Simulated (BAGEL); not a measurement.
# C2H3FO2 (SMILES O=CC(O)F) at B3LYP/6-31G(d) (density fitting with qzvpp-jkfit, spherical functions)

Aim: the energy change on altering one bond length of C2H3FO2 at B3LYP/6-31G* (density fitting with qzvpp-jkfit, spherical functions), from 2 runs. 

The results are computed with BAGEL 1.2.2.

1 further run of the same task is left out (set aside as unsound or not needed).

## (1) Starting point

C2H3FO2 has 8 atoms, charge 0, and is taken as a singlet. SMILES: `O=CC(O)F`. Geometry: relaxed at PBE0-D4/def2-TZVP. This is one conformer, not always the lowest.

Bond lengths: O1–C2 1.198 Å, C2–C3 1.527 Å, C3–O4 1.350 Å, C3–F5 1.392 Å, C2–H6 1.105 Å, C3–H7 1.095 Å, O4–H8 0.970 Å. Angles: O1–C2–C3 120.8°, C2–C3–O4 111.6°, C2–C3–F5 104.0°, O4–C3–F5 112.0°, O1–C2–H6 122.6°, C3–C2–H6 116.5°, C2–C3–H7 112.6°, O4–C3–H7 110.1°, F5–C3–H7 106.3°, C3–O4–H8 107.5°.

## (2) The energy at B3LYP/6-31G(d) (density fitting with qzvpp-jkfit, spherical functions)

The input, input.json:

```json
{ "bagel": [

{
  "title": "molecule",
  "basis": "6-31gs.json",
  "df_basis": "qzvpp-jkfit",
  "angstrom": true,
  "geometry": [
    { "atom": "O", "xyz": [   -1.673800,    0.110900,    0.448400 ] },
    { "atom": "C", "xyz": [   -0.838400,    0.291600,   -0.390900 ] },
    { "atom": "C", "xyz": [    0.635600,    0.020900,   -0.098700 ] },
    { "atom": "O", "xyz": [    0.831500,   -0.325400,    1.191700 ] },
    { "atom": "F", "xyz": [    0.966700,   -1.012000,   -0.970700 ] },
    { "atom": "H", "xyz": [   -1.087100,    0.609700,   -1.419300 ] },
    { "atom": "H", "xyz": [    1.280000,    0.865200,   -0.364300 ] },
    { "atom": "H", "xyz": [   -0.022200,   -0.617900,    1.548000 ] }
  ]
},
{
  "title": "ks",
  "xc_func": "b3lyp",
  "charge": 0
},
{
  "title": "print",
  "file": "orbitals.molden",
  "orbitals": true
}

]}
```

The basis set 6-31G* is read from a file made from the Basis Set Exchange's data (not shown).

Command:

```console
$ BAGEL_NUM_THREADS=1 BAGEL input.json > input.out
```

The log of the run:

```text
* using 1 threads per process

  ===============================================================
  ===============================================================

  *** Geometry ***

  { "atom" : "O", "xyz" : [     -3.163024,      0.209571,      0.847353 ] },
  { "atom" : "C", "xyz" : [     -1.584346,      0.551044,     -0.738694 ] },
  { "atom" : "C", "xyz" : [      1.201110,      0.039495,     -0.186516 ] },
  { "atom" : "O", "xyz" : [      1.571307,     -0.614917,      2.251987 ] },
  { "atom" : "F", "xyz" : [      1.826798,     -1.912403,     -1.834357 ] },
  { "atom" : "H", "xyz" : [     -2.054321,      1.152166,     -2.682088 ] },
  { "atom" : "H", "xyz" : [      2.418849,      1.634991,     -0.688427 ] },
  { "atom" : "H", "xyz" : [     -0.041952,     -1.167662,      2.925296 ] },

  Number of auxiliary basis functions:      435

  Since a DF basis is specified, we compute 2- and 3-index integrals:
    o Being stored without compression. Storage requirement is 0.020 GB

  Number of basis functions:       76
  Number of electrons      :       40

    * METHOD: MOLECULE                             0.21

  *** Kohn-Sham DFT ***

    * Removing 15497 points whose weight is below 1.00e-10
    * Grid points: 103751

  === Nuclear Repulsion ===
   179.5900692650

       - DIIS with orbital gradients will be used.

  === KS iteration (b3lyp / 6-31gs.json) ===
      0       -300.08433805          0.14369691           0.33
      1       -266.80021332          0.20319114           0.30
      2       -259.89186932          0.21180012           0.30
      3       -319.39623951          0.11413020           0.30
      4       -321.32375913          0.11916462           0.31
      5       -328.13379399          0.01956079           0.31
      6       -328.21690617          0.01199520           0.32
      7       -328.26484021          0.00283568           0.30
      8       -328.26605347          0.00223902           0.29
      9       -328.26774396          0.00038364           0.29
     10       -328.26778748          0.00008212           0.30
     11       -328.26778789          0.00007371           0.30
     12       -328.26778977          0.00002516           0.29
     13       -328.26779001          0.00000576           0.26
     14       -328.26779003          0.00000229           0.26
     15       -328.26779003          0.00000112           0.26
     16       -328.26779003          0.00000019           0.26
     17       -328.26779003          0.00000010           0.25
     18       -328.26779003          0.00000004           0.27
     19       -328.26779003          0.00000003           0.32
     20       -328.26779003          0.00000000           0.33
    * SCF iteration converged.

    * Permanent dipole moment:
           (    0.145754,    -0.503615,     0.356536) a.u.

    * METHOD: KS                                   6.67

    * METHOD: PRINT                                0.01

  ===============================================================
```

Run time: 7.2 s. Hardware: 1 thread of Intel Xeon 6975P-C (Granite Rapids), shared host; peak memory 0.38 GiB.

## (3) The distorted shape, same level

The input, job.json:

```json
{ "bagel": [

{
  "title": "molecule",
  "basis": "6-31gs.json",
  "df_basis": "qzvpp-jkfit",
  "angstrom": true,
  "geometry": [
    { "atom": "O", "xyz": [   -2.410794,    0.246249,    0.302301 ] },
    { "atom": "C", "xyz": [   -1.575394,    0.426949,   -0.536999 ] },
    { "atom": "C", "xyz": [    0.635600,    0.020900,   -0.098700 ] },
    { "atom": "O", "xyz": [    0.831500,   -0.325400,    1.191700 ] },
    { "atom": "F", "xyz": [    0.966700,   -1.012000,   -0.970700 ] },
    { "atom": "H", "xyz": [   -1.824094,    0.745049,   -1.565399 ] },
    { "atom": "H", "xyz": [    1.280000,    0.865200,   -0.364300 ] },
    { "atom": "H", "xyz": [   -0.022200,   -0.617900,    1.548000 ] }
  ]
},
{
  "title": "ks",
  "xc_func": "b3lyp"
},
{
  "title": "print",
  "file": "orbitals.molden",
  "orbitals": true
}

]}
```

The basis set 6-31G* is read from a file made from the Basis Set Exchange's data (not shown).

Command:

```console
$ BAGEL_NUM_THREADS=1 BAGEL job.json > job.out
```

The log of the run:

```text
* using 1 threads per process

  ===============================================================
  ===============================================================

  *** Geometry ***

  { "atom" : "O", "xyz" : [     -4.555740,      0.465343,      0.571266 ] },
  { "atom" : "C", "xyz" : [     -2.977063,      0.806817,     -1.014781 ] },
  { "atom" : "C", "xyz" : [      1.201110,      0.039495,     -0.186516 ] },
  { "atom" : "O", "xyz" : [      1.571307,     -0.614917,      2.251987 ] },
  { "atom" : "F", "xyz" : [      1.826798,     -1.912403,     -1.834357 ] },
  { "atom" : "H", "xyz" : [     -3.447038,      1.407939,     -2.958175 ] },
  { "atom" : "H", "xyz" : [      2.418849,      1.634991,     -0.688427 ] },
  { "atom" : "H", "xyz" : [     -0.041952,     -1.167662,      2.925296 ] },

  Number of auxiliary basis functions:      435

  Since a DF basis is specified, we compute 2- and 3-index integrals:
    o Being stored without compression. Storage requirement is 0.020 GB

  Number of basis functions:       76
  Number of electrons      :       40

    * METHOD: MOLECULE                             0.19

  *** Kohn-Sham DFT ***

    * Removing 13930 points whose weight is below 1.00e-10
    * Grid points: 105318

  === Nuclear Repulsion ===
   160.7959898542

       - DIIS with orbital gradients will be used.

  === KS iteration (b3lyp / 6-31gs.json) ===
      0       -294.38792304          0.14160554           0.38
      1       -225.73643861          0.17233267           0.36
      2       -208.93491857          0.18784233           0.36
      3       -319.40560576          0.10601519           0.36
      4       -318.01702629          0.12016829           0.38
      5       -327.73730720          0.03338223           0.34
      6       -328.12836744          0.01113301           0.37
      7       -328.17026938          0.00619707           0.34
      8       -328.15596336          0.00749406           0.32
      9       -328.18646698          0.00089270           0.33
     10       -328.18687762          0.00011833           0.32
     11       -328.18687761          0.00013543           0.33
     12       -328.18688345          0.00005790           0.33
     13       -328.18688458          0.00001164           0.35
     14       -328.18688460          0.00001024           0.32
     15       -328.18688465          0.00000114           0.32
     16       -328.18688465          0.00000091           0.32
     17       -328.18688465          0.00000019           0.33
     18       -328.18688465          0.00000015           0.34
     19       -328.18688465          0.00000003           0.32
     20       -328.18688465          0.00000001           0.33
     21       -328.18688465          0.00000001           0.33
    * SCF iteration converged.

    * Permanent dipole moment:
           (    0.225530,    -0.430706,     0.260038) a.u.

    * METHOD: KS                                   8.09

    * METHOD: PRINT                                0.01

  ===============================================================
```

It took 8.7 s on 1 thread of Intel Xeon 6975P-C (Granite Rapids), shared host; peak memory 0.39 GiB.

## (4) Outcome

At B3LYP/6-31G* (density fitting with qzvpp-jkfit, spherical functions):

| quantity | value |
| --- | --- |
| first shape: total energy | -328.26779 Eh |
| first shape: dipole moment | 1.61 D |
| first shape: HOMO energy | -7.89 eV |
| first shape: LUMO energy | -1.66 eV |
| first shape: HOMO–LUMO gap | 6.23 eV |
| distorted shape: total energy | -328.18688 Eh |
| distorted shape: dipole moment | 1.40 D |
| distorted shape: HOMO energy | -6.33 eV |
| distorted shape: LUMO energy | -1.30 eV |
| distorted shape: HOMO–LUMO gap | 5.03 eV |
| energy change with the C2–C3 bond stretched from 1.527 to 2.290 Å | 2.202 eV |

With the C2–C3 bond stretched from 1.527 to 2.290 Å the energy rises by 2.20 eV (212 kJ/mol). The first shape isn't relaxed at this level, so the change isn't measured from a minimum.
